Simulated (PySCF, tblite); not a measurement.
Isomers of H6NSi2 (doublet state). Computed values, GFN2-xTB/tblite, gas phase, harmonic and unscaled. This tight-binding method is rough: wavenumbers can miss measured ones by several per cent, in bad cases by 10 to 20. Modes of hydrogen on silicon can be 10 to 20 % off. One conformer each. Open shells enter through the occupations alone, without spin polarisation, and single modes of such species can be off by tens of per cent.

Electronic energies: B3LYP/pcH-1 single points on the GFN2-xTB geometries (PySCF, gas phase).

```
          SMILES  electronic energy, lowest = 0 (kcal/mol)
   N[SiH2][SiH2]                                       9.9
   [SiH2]N[SiH3]                                       0.0
[NH][SiH2][SiH3]                                      33.1
    N[SiH][SiH3]                                       7.7
```

How do GFN2-xTB zero-point energies change the relative energies?

| SMILES | ZPE (kcal/mol) | of it from modes above 1550 cm⁻¹ | electronic (kcal/mol) | with ZPE, lowest = 0 (kcal/mol) | lowest mode (cm⁻¹) | rings |
| --- | --- | --- | --- | --- | --- | --- |
| [SiH2]N[SiH3] | 33.8 | 21.1 | 0.0 | 0.0 | 30 | 0 |
| N[SiH][SiH3] | 35.3 | 22.4 | 7.7 | 9.2 | 89 | 0 |
| N[SiH2][SiH2] | 35.1 | 22.4 | 9.9 | 11.2 | 80 | 0 |
| [NH][SiH2][SiH3] | 32.8 | 21.1 | 33.1 | 32.1 | 56 | 0 |

The zero-point energies span 2.5 kcal/mol, from `[NH][SiH2][SiH3]` to `N[SiH][SiH3]`. The order is unchanged.

And how do the electronic energies of GFN2-xTB itself compare?

`[SiH2]N[SiH3]` 0.0; `N[SiH][SiH3]` 20.6; `N[SiH2][SiH2]` 21.0; `[NH][SiH2][SiH3]` 27.0 kcal/mol, lowest = 0. Against the energies above, taken from the same isomer `[SiH2]N[SiH3]`, the largest difference is 12.9 kcal/mol.

What do entropy and thermal enthalpy add at 298.15 K and 1 bar (rigid rotor, harmonic oscillator, one conformer each)?

```tsv
SMILES	point group	symmetry number	S (cal/(mol K))	H − H(0) (kcal/mol)	ZPE + H − H(0) − TS (kcal/mol)
[SiH2]N[SiH3]	C1	1	82.1	4.82	14.1
N[SiH][SiH3]	C1	1	79.2	4.74	16.4
N[SiH2][SiH2]	C1	1	79.3	4.77	16.2
[NH][SiH2][SiH3]	C1	1	80.9	4.93	13.6
```

S holds R ln(2S + 1) for the spin.
